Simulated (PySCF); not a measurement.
**Dipole moment and polarisability of 2,2,2-trifluoroethanol**

2,2,2-trifluoroethanol, C₂H₃F₃O.
Geometry (PBE0-D3(BJ)/def2-SVP, Å), atoms numbered from 1 in this order:
```
atom  x, y, z in Å
O1    -0.734   -0.876   -1.135
C2    -0.682    0.127   -0.177
C3     0.614    0.093    0.605
F4     1.659    0.180   -0.234
F5     0.684    1.120    1.454
F6     0.757   -1.030    1.302
H7    -0.008   -0.738   -1.754
H8    -1.509   -0.026    0.532
H9    -0.781    1.149   -0.593
```

Level: CAM-B3LYP/def2-SVPD (PySCF), static field, nuclei fixed, core orbitals frozen in the response. The polarisability tensor in these axes (au):

```
x   33.09  0.02  0.28
y    0.02 33.35  1.55
z    0.28  1.55 34.51
```

Problem. Give the principal values, the mean and the anisotropy Δα = √{½[(α1 − α2)² + (α2 − α3)² + (α1 − α3)²]}.

Solution. Principal values 32.25, 33.09 and 35.60 au; mean 33.65 au = 4.99 Å³ = 5.55 × 10⁻⁴⁰ C²·m²/J; Δα = 3.02 au (9 % of the mean).

Problem. What is the dipole moment, and where does it point?

Solution. (-0.71, 1.15, -1.06) D, 1.72 D in size, pointing from the negative to the positive side. Measured along this direction, the outermost atoms are F6 at the negative end and H9 at the positive end.

Problem. What depolarisation ratio follows for Rayleigh scattering of linearly polarised light, taking the static tensor?

Solution. ρ = 3Δα²/(45ᾱ² + 4Δα²) = 27.4/(50950 + 36.5) ≈ 0.000538.

Problem. What molar refraction does this α imply?

Solution. Lorentz–Lorenz: R = (4π/3)N_A α = 2.5225 cm³/(mol·Å³) × 4.99 Å³ = 12.6 cm³/mol, in the limit of long wavelengths.

Problem. Sum over states: ᾱ = Σ f/ω², ω in Eh. What share falls to these 10 lowest TDDFT singlets (eV, f)? 7.73, 0.0063; 9.10, 0.0293; 9.33, 0.0070; 9.59, 0.0245; 9.85, 0.0266; 10.44, 0.0392; 10.50, 0.0114; 10.61, 0.0230; 10.97, 0.0193; 11.02, 0.0562.

Solution. They add up to 1.76 au, 5.2 % of the 33.65 au; the largest single term is 0.34 au, from the state at 11.02 eV. Terms in order: 0.08, 0.26, 0.06, 0.20, 0.20, 0.27, 0.08, 0.15, 0.12, 0.34 au. Higher excitations give the rest. The strengths listed sum to 0.243.

Problem. Find the Langevin capture rate constant for NH4+ (18.034 u) meeting this molecule (100.014 u), k = 2.342 × 10⁻⁹ cm³/s × √(α in Å³ / reduced mass in u).

Solution. The reduced mass is 15.28 u, so k = 1.34 × 10⁻⁹ cm³/s. The formula leaves out the permanent dipole, which adds to the capture rate.

Problem. How large is μ²/3kT at 298 K beside α?

Solution. In Gaussian units μ²/3kT = 23.94 Å³ against 4.99 Å³, a ratio of 4.80; the Debye molar polarisation (4π/3)N_A(α + μ²/3kT) is 73.0 cm³/mol, leaving out the vibrational part.

One conformer (not necessarily the lowest) at the PBE0-D3(BJ)/def2-SVP geometry, without solvent, vibrations or thermal averaging.

These values come from a run that also computed excited states and ΔSCF ions. On one thread of an Arm Neoverse V1, no GPU, on a shared host, this took 37 s wall and 0.71 GiB of memory at its peak.
